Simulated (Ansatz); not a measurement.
# Al2 (triplet): B2PLYP, RPA-PBE over vertical spin and charge gaps, cc-pVDZ

Aim: run Al2 (triplet) with these functionals over vertical spin and charge gaps, and hold them against the top wave-function level at the same points.

Program: Ansatz 0.2.0, Gaussian basis. Level of theory: cc-pVDZ, all electrons in the functionals, frozen cores in the correlation of double hybrids and RPA. These are calculated values, not measurements.

Plan: B2PLYP, RPA-PBE, at charge 0, triplet; charge 0, singlet; charge 0, quintet; charge 1, doublet; charge 1, quartet.

15 further runs of the same task are left out: 3 that didn't finish, 12 set aside as unsound or not needed.

**1. What is computed**

The geometry is a PBE0/def2-TZVP stationary point (not a proven minimum).

2 atoms, charge 0, spin multiplicity 3.

Atoms are counted from 1 here; the program's logs count them from 0.

Bond lengths: Al1–Al2 2.479 Å.

No dispersion term is added.

The geometry shown and the zero of energy belong to the point charge 0, triplet. The yardstick, FCI, and other wave-function levels (R restricted, U unrestricted, valence and pair active spaces) come from earlier runs.

**2. B2PLYP, charge 0, triplet**

The input, in.yaml:

```yaml
crystal:
  periodic: [false, false, false]
  atoms:
    - {symbol: Al, position_ang: [0.000000, 0.000000, 0.000000]}
    - {symbol: Al, position_ang: [0.000000, 0.000000, 2.478843]}
basis:
  gaussian: {orbitals: cc-pVDZ}
magnetization: {spin_polarized: true, initial_magnetization: 2}
hamiltonian: {xc: {name: B2PLYP}}
correlation: {electrons: outside_noble_gas}
```

Command:

```
$ ansatz run in.yaml --threads 1 --pin off --events-out ev --progress --plain --max-ram 2393MiB
```

Output:

```text
Functional definition: B2PLYP
  name "B2PLYP"
  cite "Grimme, J. Chem. Phys. 124, 034108 (2006) doi:10.1063/1.2148954"
  cite "Becke, Phys. Rev. A 38, 3098 (1988) doi:10.1103/PhysRevA.38.3098"
  cite "Lee, Yang & Parr, Phys. Rev. B 37, 785 (1988) doi:10.1103/PhysRevB.37.785"
  parameter a = 0.53
  parameter c = 0.27
  exchange = (1 - a)*b88_x + a*exact_x
  correlation = (1 - c)*lyp_c + c*(mp2_os + mp2_ss)
364 factors; integrals over basis functions are off by at most 8.1e-4 eV
mean field evaluation 1: about -13183.6832 eV, gradient 2.6e0 eV
mean field evaluation 2: about -13183.7388 eV, gradient 2.5e0 eV
mean field evaluation 4: about -13183.8535 eV, gradient 3.3e-1 eV
mean field evaluation 8: about -13183.8571 eV, gradient 7.2e-3 eV
mean field evaluation 16: about -13183.8572 eV, gradient 2.9e-6 eV
mean field evaluation 32: about -13183.9146 eV, gradient 4.9e-6 eV
mean field evaluation 64: about -13183.7404 eV, gradient 1.2e0 eV
mean field -13183.91464844 eV, -484.4999269517 hartree, gradient 3.1e-6 eV, S^2 2.021948; 6 other end points of the search recorded, 0 dependent functions left out
10 core orbitals not correlated: weight in the atoms' cores, before any rotation towards them, 1.000 or more for the frozen orbitals, at most 0.000 for the correlated occupied ones
reference -13183.91475607 eV, -484.4999309071 hartree; 4, 2 occupied and 22, 24 virtual orbitals, 364 factors
second order -2.95715013 eV of doubles, -0.00000000 eV of singles
Total energy: -13184.71318660 eV, -484.5292726881 hartree
```

It took 3.6 s on 1 thread of Arm Neoverse V2, shared host.

From the report: ⟨S²⟩ of the determinant 2.022 (pure triplet: 2.00).

**3. B2PLYP, charge 0, singlet**

in.yaml: that of step 2 with these lines changed.

```diff
@@ -7,3 +7,3 @@
   gaussian: {orbitals: cc-pVDZ}
-magnetization: {spin_polarized: true, initial_magnetization: 2}
+magnetization: {spin_polarized: true, initial_magnetization: 0}
 hamiltonian: {xc: {name: B2PLYP}}
```

Launched as before.

Output, cut to the lines that bear on the results:

```text
Functional definition: B2PLYP
  name "B2PLYP"
  cite "Grimme, J. Chem. Phys. 124, 034108 (2006) doi:10.1063/1.2148954"
  cite "Becke, Phys. Rev. A 38, 3098 (1988) doi:10.1103/PhysRevA.38.3098"
  cite "Lee, Yang & Parr, Phys. Rev. B 37, 785 (1988) doi:10.1103/PhysRevB.37.785"
[...]
364 factors; integrals over basis functions are off by at most 8.1e-4 eV
[...]
mean field -13183.83900040 eV, -484.4971469375 hartree, gradient 1.1e-8 eV, S^2 1.085584; 15 other end points of the search recorded, 0 dependent functions left out
10 core orbitals not correlated: weight in the atoms' cores, before any rotation towards them, 1.000 or more for the frozen orbitals, at most 0.000 for the correlated occupied ones
reference -13183.83910837 eV, -484.4971509056 hartree; 3, 3 occupied and 23, 23 virtual orbitals, 364 factors
second order -2.58658605 eV of doubles, -0.00000000 eV of singles
Total energy: -13184.53748661 eV, -484.5228158322 hartree
```

It took 10 s on 1 thread of Arm Neoverse V2, shared host.

From the report: ⟨S²⟩ of the determinant 1.086 (pure singlet: 0.00). The determinant is far from a pure spin state, so its energy mixes those of several spin states (harmless only where they are near-degenerate, as at dissociation).

From charge 0, triplet: +17.0 kJ/mol.

**4. B2PLYP, charge 0, quintet**

in.yaml: that of step 3 with these lines changed.

```diff
@@ -7,3 +7,3 @@
   gaussian: {orbitals: cc-pVDZ}
-magnetization: {spin_polarized: true, initial_magnetization: 0}
+magnetization: {spin_polarized: true, initial_magnetization: 4}
 hamiltonian: {xc: {name: B2PLYP}}
```

The command is unchanged.

Output, cut to the lines that bear on the results:

```text
Functional definition: B2PLYP
  name "B2PLYP"
  cite "Grimme, J. Chem. Phys. 124, 034108 (2006) doi:10.1063/1.2148954"
  cite "Becke, Phys. Rev. A 38, 3098 (1988) doi:10.1103/PhysRevA.38.3098"
  cite "Lee, Yang & Parr, Phys. Rev. B 37, 785 (1988) doi:10.1103/PhysRevB.37.785"
[...]
364 factors; integrals over basis functions are off by at most 8.1e-4 eV
[...]
mean field -13182.34486634 eV, -484.4422385236 hartree, gradient 1.6e-6 eV, S^2 6.000403; 4 other end points of the search recorded, 0 dependent functions left out
10 core orbitals not correlated: weight in the atoms' cores, before any rotation towards them, 1.000 or more for the frozen orbitals, at most 0.000 for the correlated occupied ones
reference -13182.34497277 eV, -484.4422424348 hartree; 5, 1 occupied and 21, 25 virtual orbitals, 364 factors
second order -2.63100379 eV of doubles, -0.00000000 eV of singles
Total energy: -13183.05534379 eV, -484.4683480884 hartree
```

Run time: 1.4 s. Hardware: 1 thread of Arm Neoverse V2, shared host.

From the report: ⟨S²⟩ of the determinant 6.000 (pure quintet: 6.00).

From charge 0, triplet: +160.0 kJ/mol.

**5. B2PLYP, charge 1, doublet**

in.yaml: that of step 4 with these lines changed.

```diff
@@ -7,3 +7,4 @@
   gaussian: {orbitals: cc-pVDZ}
-magnetization: {spin_polarized: true, initial_magnetization: 4}
+total_charge: 1
+magnetization: {spin_polarized: true, initial_magnetization: 1}
 hamiltonian: {xc: {name: B2PLYP}}
```

The command is unchanged.

Output, cut to the lines that bear on the results:

```text
Functional definition: B2PLYP
  name "B2PLYP"
  cite "Grimme, J. Chem. Phys. 124, 034108 (2006) doi:10.1063/1.2148954"
  cite "Becke, Phys. Rev. A 38, 3098 (1988) doi:10.1103/PhysRevA.38.3098"
  cite "Lee, Yang & Parr, Phys. Rev. B 37, 785 (1988) doi:10.1103/PhysRevB.37.785"
[...]
364 factors; integrals over basis functions are off by at most 8.1e-4 eV
[...]
mean field -13177.64656026 eV, -484.2695789599 hartree, gradient 2.8e-6 eV, S^2 0.778248; 8 other end points of the search recorded, 0 dependent functions left out
10 core orbitals not correlated: weight in the atoms' cores, before any rotation towards them, 1.000 or more for the frozen orbitals, at most 0.000 for the correlated occupied ones
reference -13177.64667588 eV, -484.2695832090 hartree; 3, 2 occupied and 23, 24 virtual orbitals, 364 factors
second order -2.37443639 eV of doubles, -0.00000000 eV of singles
Total energy: -13178.28777371 eV, -484.2931431195 hartree
```

Wall time 3.9 s (1 thread of Arm Neoverse V2, shared host).

From the report: ⟨S²⟩ of the determinant 0.778 (pure doublet: 0.75).

From charge 0, triplet: +620.0 kJ/mol.

**6. B2PLYP, charge 1, quartet**

in.yaml: that of step 5 with these lines changed.

```diff
@@ -8,3 +8,3 @@
 total_charge: 1
-magnetization: {spin_polarized: true, initial_magnetization: 1}
+magnetization: {spin_polarized: true, initial_magnetization: 3}
 hamiltonian: {xc: {name: B2PLYP}}
```

The command is unchanged.

Output, cut to the lines that bear on the results:

```text
Functional definition: B2PLYP
  name "B2PLYP"
  cite "Grimme, J. Chem. Phys. 124, 034108 (2006) doi:10.1063/1.2148954"
  cite "Becke, Phys. Rev. A 38, 3098 (1988) doi:10.1103/PhysRevA.38.3098"
  cite "Lee, Yang & Parr, Phys. Rev. B 37, 785 (1988) doi:10.1103/PhysRevB.37.785"
[...]
364 factors; integrals over basis functions are off by at most 8.1e-4 eV
[...]
mean field -13175.89076555 eV, -484.2050546943 hartree, gradient 1.1e-6 eV, S^2 3.752830; 7 other end points of the search recorded, 0 dependent functions left out
10 core orbitals not correlated: weight in the atoms' cores, before any rotation towards them, 1.000 or more for the frozen orbitals, at most 0.000 for the correlated occupied ones
reference -13175.89088014 eV, -484.2050589057 hartree; 4, 1 occupied and 22, 25 virtual orbitals, 364 factors
second order -1.75461422 eV of doubles, -0.00000000 eV of singles
Total energy: -13176.36462598 eV, -484.2224687442 hartree
```

Wall time 2.9 s (1 thread of Arm Neoverse V2, shared host).

From the report: ⟨S²⟩ of the determinant 3.753 (pure quartet: 3.75).

From charge 0, triplet: +805.5 kJ/mol.

**7. RPA-PBE, charge 0, triplet**

The input, in.yaml:

```yaml
crystal:
  periodic: [false, false, false]
  atoms:
    - {symbol: Al, position_ang: [0.000000, 0.000000, 0.000000]}
    - {symbol: Al, position_ang: [0.000000, 0.000000, 2.478843]}
basis:
  gaussian: {orbitals: cc-pVDZ}
magnetization: {spin_polarized: true, initial_magnetization: 2}
hamiltonian: {xc: {name: PBE}}
correlation: {method: rpa, electrons: outside_noble_gas}
```

Launched as before.

Output, cut to the lines that bear on the results:

```text
Functional definition: PBE
  name "PBE"
  cite "Perdew, Burke & Ernzerhof, Phys. Rev. Lett. 77, 3865 (1996) doi:10.1103/PhysRevLett.77.3865"
  parent pbe
[...]
364 factors; integrals over basis functions are off by at most 8.1e-4 eV
[...]
mean field -13184.06977006 eV, -484.5056275664 hartree, gradient 1.5e-6 eV, S^2 2.008422; 9 other end points of the search recorded, 0 dependent functions left out
10 core orbitals not correlated: weight in the atoms' cores, before any rotation towards them, 1.000 or more for the frozen orbitals, at most 0.000 for the correlated occupied ones
reference -13163.47783181 eV, -483.7488877932 hartree; 4, 2 occupied and 22, 24 virtual orbitals, 364 factors
Total energy: -13168.94524192 eV, -483.9498114087 hartree
```

Run time: 2.9 s. Hardware: 1 thread of Arm Neoverse V2, shared host.

From the report: ⟨S²⟩ of the determinant 2.008 (pure triplet: 2.00).

**8. RPA-PBE, charge 0, singlet**

in.yaml: that of step 7 with these lines changed.

```diff
@@ -7,3 +7,3 @@
   gaussian: {orbitals: cc-pVDZ}
-magnetization: {spin_polarized: true, initial_magnetization: 2}
+magnetization: {spin_polarized: true, initial_magnetization: 0}
 hamiltonian: {xc: {name: PBE}}
```

Same command.

Output, cut to the lines that bear on the results:

```text
Functional definition: PBE
  name "PBE"
  cite "Perdew, Burke & Ernzerhof, Phys. Rev. Lett. 77, 3865 (1996) doi:10.1103/PhysRevLett.77.3865"
  parent pbe
[...]
364 factors; integrals over basis functions are off by at most 8.1e-4 eV
[...]
mean field -13183.90050939 eV, -484.4994073514 hartree, gradient 2.9e-6 eV, S^2 1.009554; 19 other end points of the search recorded, 0 dependent functions left out
10 core orbitals not correlated: weight in the atoms' cores, before any rotation towards them, 1.000 or more for the frozen orbitals, at most 0.000 for the correlated occupied ones
reference -13163.22203242 eV, -483.7394873392 hartree; 3, 3 occupied and 23, 23 virtual orbitals, 364 factors
Total energy: -13168.75372213 eV, -483.9427731865 hartree
```

Run time: 9 s. Hardware: 1 thread of Arm Neoverse V2, shared host.

From the report: ⟨S²⟩ of the determinant 1.010 (pure singlet: 0.00). The determinant is far from a pure spin state, so its energy mixes those of several spin states (harmless only where they are near-degenerate, as at dissociation).

From charge 0, triplet: +18.5 kJ/mol.

**9. RPA-PBE, charge 0, quintet**

in.yaml: that of step 8 with these lines changed.

```diff
@@ -7,3 +7,3 @@
   gaussian: {orbitals: cc-pVDZ}
-magnetization: {spin_polarized: true, initial_magnetization: 0}
+magnetization: {spin_polarized: true, initial_magnetization: 4}
 hamiltonian: {xc: {name: PBE}}
```

Same command.

Output, cut to the lines that bear on the results:

```text
Functional definition: PBE
  name "PBE"
  cite "Perdew, Burke & Ernzerhof, Phys. Rev. Lett. 77, 3865 (1996) doi:10.1103/PhysRevLett.77.3865"
  parent pbe
[...]
364 factors; integrals over basis functions are off by at most 8.1e-4 eV
[...]
mean field -13182.40588204 eV, -484.4444808093 hartree, gradient 2.2e-6 eV, S^2 6.000169; 0 other end points of the search recorded, 0 dependent functions left out
10 core orbitals not correlated: weight in the atoms' cores, before any rotation towards them, 1.000 or more for the frozen orbitals, at most 0.000 for the correlated occupied ones
reference -13162.75659821 eV, -483.7223829474 hartree; 5, 1 occupied and 21, 25 virtual orbitals, 364 factors
Total energy: -13167.24496603 eV, -483.8873274223 hartree
```

Wall time 0.81 s (1 thread of Arm Neoverse V2, shared host).

From the report: ⟨S²⟩ of the determinant 6.000 (pure quintet: 6.00).

From charge 0, triplet: +164.1 kJ/mol.

**10. RPA-PBE, charge 1, doublet**

in.yaml: that of step 9 with these lines changed.

```diff
@@ -7,3 +7,4 @@
   gaussian: {orbitals: cc-pVDZ}
-magnetization: {spin_polarized: true, initial_magnetization: 4}
+total_charge: 1
+magnetization: {spin_polarized: true, initial_magnetization: 1}
 hamiltonian: {xc: {name: PBE}}
```

The command is unchanged.

Output, cut to the lines that bear on the results:

```text
Functional definition: PBE
  name "PBE"
  cite "Perdew, Burke & Ernzerhof, Phys. Rev. Lett. 77, 3865 (1996) doi:10.1103/PhysRevLett.77.3865"
  parent pbe
[...]
364 factors; integrals over basis functions are off by at most 8.1e-4 eV
[...]
mean field -13177.36547838 eV, -484.2592493913 hartree, gradient 1.2e-6 eV, S^2 0.754704; 11 other end points of the search recorded, 0 dependent functions left out
10 core orbitals not correlated: weight in the atoms' cores, before any rotation towards them, 1.000 or more for the frozen orbitals, at most 0.000 for the correlated occupied ones
reference -13157.53803455 eV, -483.5306042701 hartree; 3, 2 occupied and 23, 24 virtual orbitals, 364 factors
Total energy: -13162.30275683 eV, -483.7057045843 hartree
```

It took 2.8 s on 1 thread of Arm Neoverse V2, shared host.

From the report: ⟨S²⟩ of the determinant 0.755 (pure doublet: 0.75).

From charge 0, triplet: +640.9 kJ/mol.

**11. RPA-PBE, charge 1, quartet**

in.yaml: that of step 10 with these lines changed.

```diff
@@ -8,3 +8,3 @@
 total_charge: 1
-magnetization: {spin_polarized: true, initial_magnetization: 1}
+magnetization: {spin_polarized: true, initial_magnetization: 3}
 hamiltonian: {xc: {name: PBE}}
```

Launched as before.

Output, cut to the lines that bear on the results:

```text
Functional definition: PBE
  name "PBE"
  cite "Perdew, Burke & Ernzerhof, Phys. Rev. Lett. 77, 3865 (1996) doi:10.1103/PhysRevLett.77.3865"
  parent pbe
[...]
364 factors; integrals over basis functions are off by at most 8.1e-4 eV
[...]
mean field -13175.42414132 eV, -484.1879065701 hartree, gradient 7.2e-7 eV, S^2 3.751021; 9 other end points of the search recorded, 0 dependent functions left out
10 core orbitals not correlated: weight in the atoms' cores, before any rotation towards them, 1.000 or more for the frozen orbitals, at most 0.000 for the correlated occupied ones
reference -13156.56857334 eV, -483.4949772279 hartree; 4, 1 occupied and 22, 25 virtual orbitals, 364 factors
Total energy: -13160.33884619 eV, -483.6335321993 hartree
```

Wall time 3.4 s (1 thread of Arm Neoverse V2, shared host).

From the report: ⟨S²⟩ of the determinant 3.751 (pure quartet: 3.75).

From charge 0, triplet: +830.4 kJ/mol.

**12. The comparison**

The yardstick is full CI for this spin, exact in this basis with these frozen cores. It comes from earlier runs at the same points. Energies in kJ/mol, counted from charge 0, triplet; blanks weren't run or aren't comparable.

| level | triplet to singlet | triplet to quintet | ionisation to the doublet cation | ionisation to the quartet cation |
| --- | --- | --- | --- | --- |
| FCI | 45.7 | 148.3 | 630.7 | 814.7 |
| B2PLYP |  | 160.0 | 620.0 | 805.5 |
| RPA-PBE |  | 164.1 | 640.9 | 830.4 |

Largest miss and mean time a point (FCI took 16 s a point; shared hosts):

```csv
level,largest miss (kJ/mol),where,time a point
B2PLYP,+11.7,triplet to quintet,4.4 s
RPA-PBE,+15.8,triplet to quintet,3.8 s
```

**13. What came out**

| quantity | value |
| --- | --- |
| triplet to singlet, FCI | 45.7 kJ/mol |
| triplet to quintet, FCI | 148.3 kJ/mol |
| ionisation to the doublet cation, FCI | 630.7 kJ/mol |
| ionisation to the quartet cation, FCI | 814.7 kJ/mol |
| largest miss, B2PLYP | +11.7 kJ/mol (triplet to quintet) |
| largest miss, RPA-PBE | +15.8 kJ/mol (triplet to quintet) |

**Reading.** Of the functionals, B2PLYP keep the smallest largest miss at the points compared (at most 11.7 kJ/mol) and RPA-PBE strays most (15.8 kJ/mol, at triplet to quintet). B2PLYP, RPA-PBE clearly break the spin symmetry at some points (⟨S²⟩ up to 1.09 above the pure value), so energy there is bought with a mixed spin. Functionals and the yardstick converge differently with the basis, so part of each miss in cc-pVDZ is the basis.
